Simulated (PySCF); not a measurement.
Species: C₃H₄ClF.
SMILES with atom numbers: `[CH2:1]=[CH:2][C@H:3]([F:4])[Cl:5]` (hydrogens: H6, H7 on C1; H8 on C2; H9 on C3)

Level of theory: MP2 and CCSD/aug-cc-pVDZ in PySCF, restricted Hartree–Fock reference, frozen core, non-relativistic, gas phase, PBE0-D3(BJ)/def2-SVP geometry.

E(HF) = -674.87410 Eh.

(1) How large is the problem?

(2) What are the MP2 and CCSD correlation energies?

(3) What is the T1 diagnostic?

(4) How does correlation change the dipole moment?

## Answers

(1) 155 basis functions and 48 electrons; 9 orbitals frozen, which leaves o = 15 correlated occupied and v = 131 virtual orbitals. That is o·v = 1965 singles and o·v(o·v + 1)/2 = 1931595 distinct closed-shell doubles amplitudes before symmetry; the costliest CCSD step grows as o²v⁴ = 6.6 × 10^10.

(2) MP2 -0.7678 Eh and CCSD -0.8104 Eh, which gives totals of -675.64194 and -675.68451 Eh. That is 0.735 eV for each correlated electron at CCSD (2128 kJ/mol in all, 0.120 % of the total energy); MP2 gives 94.7 % of the CCSD value.

(3) 0.0117, below the customary warning level of 0.02. It is the norm of the spatial-orbital singles amplitudes over the root of the number of correlated electrons, so the norm is 0.064.

(4) HF gives 2.27 D and CCSD (unrelaxed density) 2.02 D, a change of -0.25 D.

No triples correction and no basis-set extrapolation were made.

The job also held the EOM ionisation roots. The run took 5.4 min of wall time on an Arm Neoverse V2 with one thread, on a shared host.

The values belong to the conformer `[CH2:1]=[CH:2][C@H:3]([F:4])[Cl:5]`: C1–C2–C3–F4 0°.
